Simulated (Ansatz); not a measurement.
The cluster Na2Li. The state is a doublet with charge 0. Geometry PBE0/def2-TZVP.

```
atom    x (Å)    y (Å)    z (Å)
 Li1  -1.2191  -1.4838  -0.5349
 Na2   1.4597  -0.1794  -0.8158
 Na3  -0.2406   1.6632   1.3507
```

HSE06 is defined as in plane-wave codes, on full-range PBE exchange. At HF/6-31G the charge 0 doublet is spin-contaminated (final ⟨S²⟩ up to 0.98, 0.75 for a pure state). The structure comes from a short search, and lower isomers may exist.

Problem. Estimate the α-spin orbital energies around the gap (eV) in Ansatz with HF/6-31G, PBE/def2-SVP, PBE0/def2-TZVP, PBE0/def2-TZVPD, HSE06/def2-TZVP.

Solution. 
| orbital | HF/6-31G | PBE/def2-SVP | PBE0/def2-TZVP | PBE0/def2-TZVPD | HSE06/def2-TZVP |
| --- | --- | --- | --- | --- | --- |
| HOMO−5 | -41.60 | -28.26 | -31.87 | -31.87 | -31.44 |
| HOMO−4 | -40.97 | -27.96 | -31.52 | -31.53 | -31.11 |
| HOMO−3 | -40.95 | -27.95 | -31.52 | -31.52 | -31.11 |
| HOMO−2 | -40.94 | -27.94 | -31.50 | -31.51 | -31.09 |
| HOMO−1 | -5.71 | -3.74 | -4.40 | -4.40 | -4.02 |
| HOMO | -4.07 | -2.49 | -2.97 | -2.97 | -2.65 |
| LUMO | 0.04 | -2.02 | -1.59 | -1.60 | -1.91 |
| LUMO+1 | 0.61 | -1.28 | -0.96 | -1.02 | -1.28 |
| LUMO+2 | 0.98 | -1.08 | -0.71 | -0.78 | -1.02 |
| LUMO+3 | 1.19 | -0.74 | -0.40 | -0.48 | -0.72 |
| LUMO+4 | 1.32 | -0.34 | -0.10 | -0.24 | -0.42 |
| LUMO+5 | 1.57 | 0.03 | 0.19 | -0.06 | -0.13 |
| β HOMO | -5.31 | -3.59 | -4.14 | -4.15 | -3.79 |
| β LUMO | 0.25 | -1.88 | -1.44 | -1.44 | -1.75 |
